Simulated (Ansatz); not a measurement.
The input, for Ansatz 0.2.0:

```yaml
crystal:
  periodic: [false, false, false]
  atoms:
    - {symbol: Si, position_ang: [0.000000, 0.000000, 0.000000]}
    - {symbol: P, position_ang: [0.000000, 0.000000, 2.216600]}
basis:
  gaussian: {orbitals: 6-31G}
total_charge: 1
magnetization: {spin_polarized: false, initial_magnetization: 4}
correlation: {method: ccsdtq, electrons: outside_noble_gas}
```

```sh
$ ansatz run in.yaml --threads 1 --pin off --events-out ev --progress --plain --max-ram 2393MiB
```

The program prints:

```
495 factors; integrals over basis functions are off by at most 3.2e-8 eV
mean field evaluation 1: about -17121.2224 eV, gradient 5.0e0 eV
mean field evaluation 2: about -17121.2288 eV, gradient 5.1e0 eV
mean field evaluation 4: about -17121.5877 eV, gradient 7.2e-1 eV
mean field evaluation 8: about -17121.6039 eV, gradient 1.4e-4 eV
mean field evaluation 16: about -17121.5764 eV, gradient 7.2e-1 eV
mean field evaluation 32: about -17121.2735 eV, gradient 2.7e0 eV
mean field evaluation 64: about -17117.5456 eV, gradient 5.6e-1 eV
mean field evaluation 96: about -17121.5570 eV, gradient 1.4e0 eV
mean field -17121.60391950 eV, -629.2073386016 hartree, gradient 1.3e-6 eV, S^2 6.000000; 4 other end points of the search recorded, 0 dependent functions left out
mean field evaluation 128: about -17121.6465 eV, gradient 1.7e0 eV
10 core orbitals not correlated: weight in the atoms' cores, before any rotation towards them, 1.000 or more for the frozen orbitals, at most 0.000 for the correlated occupied ones
reference -17121.60391950 eV, -629.2073386016 hartree; 6, 2 occupied and 10, 14 virtual orbitals, 495 factors
second order -1.13363189 eV of doubles, -0.06116200 eV of singles
cycle   1  -1.49776798 eV  change   -3.0e-1 eV  update   6.9e-2
cycle   2  -1.72009855 eV  change   -2.2e-1 eV  update   3.6e-2
cycle   3  -1.75526807 eV  change   -3.5e-2 eV  update   1.8e-2
cycle   4  -1.77062209 eV  change   -1.5e-2 eV  update   1.1e-2
cycle   5  -1.77896334 eV  change   -8.3e-3 eV  update   4.4e-3
cycle   6  -1.77647564 eV  change    2.5e-3 eV  update   1.5e-3
cycle   7  -1.77609739 eV  change    3.8e-4 eV  update   7.0e-4
cycle   8  -1.77671942 eV  change   -6.2e-4 eV  update   2.6e-4
cycle   9  -1.77671130 eV  change    8.1e-6 eV  update   1.1e-4
cycle  10  -1.77662366 eV  change    8.8e-5 eV  update   4.7e-5
cycle  11  -1.77661385 eV  change    9.8e-6 eV  update   1.9e-5
cycle  12  -1.77662286 eV  change   -9.0e-6 eV  update   8.2e-6
cycle  13  -1.77662650 eV  change   -3.6e-6 eV  update   3.2e-6
cycle  14  -1.77662679 eV  change   -2.9e-7 eV  update   1.5e-6
cycle  15  -1.77662584 eV  change    9.5e-7 eV  update   6.1e-7
Total energy: -17123.38054534 eV, -629.2726283970 hartree
```

For the same geometry and basis full CI lies 0.1 meV lower.

Ran on 1 thread of Arm Neoverse V1, shared host: 14 s wall, 0.18 GiB peak host memory.
